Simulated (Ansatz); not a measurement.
**LiH− (doublet): RPA-PBE over vertical spin and charge gaps, aug-cc-pVTZ**

How well do these functionals follow the top wave-function level for LiH− (doublet) over vertical spin and charge gaps?

The runs use Ansatz 0.2.0, Gaussian basis; aug-cc-pVTZ, all electrons in the functionals, frozen cores in the correlation of double hybrids and RPA.

The runs, in order: RPA-PBE, at charge -1, doublet; charge -1, quartet; charge 0, singlet; charge 0, triplet.

18 further runs of the same task are left out: 8 for a known fault of the program, 4 that didn't finish, 6 set aside as unsound or not needed. Runs told in other sessions of the task aren't counted.

## Step 1: The system

The geometry is a PBE0/def2-TZVPD stationary point (not a proven minimum).

2 atoms, charge -1, spin multiplicity 2.

Atoms are counted from 1 here; the program's logs count them from 0.

Bond lengths: Li1–H2 1.703 Å.

No dispersion term is added.

The geometry shown and the zero of energy belong to the point charge -1, doublet. The yardstick, FCI, and other wave-function levels (R restricted, U unrestricted, valence and pair active spaces) come from earlier runs.

## Step 2: RPA-PBE, charge -1, doublet

The input, in.yaml:

```yaml
crystal:
  periodic: [false, false, false]
  atoms:
    - {symbol: Li, position_ang: [0.000000, 0.000000, 0.000000]}
    - {symbol: H, position_ang: [0.000000, 0.000000, 1.703400]}
basis:
  gaussian: {orbitals: aug-cc-pVTZ}
total_charge: -1
magnetization: {spin_polarized: true, initial_magnetization: 1}
hamiltonian: {xc: {name: PBE}}
correlation: {method: rpa, electrons: outside_noble_gas}
```

Run with:

```
ansatz run in.yaml --threads 1 --pin off --events-out ev --progress --plain --max-ram 2393MiB
```

The runs that follow: RPA-PBE, charge -1, quartet; RPA-PBE, charge 0, singlet; RPA-PBE, charge 0, triplet.

Q: Predict the results of all the runs planned. Wanted: doublet to quartet, FCI; removing an electron; largest miss, RPA-PBE (for each run or level that gives them).

The runs gave:

| quantity | value |
| --- | --- |
| doublet to quartet, FCI | 79.0 kcal/mol |
| removing an electron (singlet), FCI | 7.8 kcal/mol |
| removing an electron (triplet), FCI | 78.8 kcal/mol |
| largest miss, RPA-PBE | +8.5 kcal/mol (removing an electron (singlet)) |

**Reading.** RPA-PBE strays by up to 8.5 kcal/mol, at removing an electron (singlet). Functionals and the yardstick converge differently with the basis, so part of each miss in aug-cc-pVTZ is the basis.
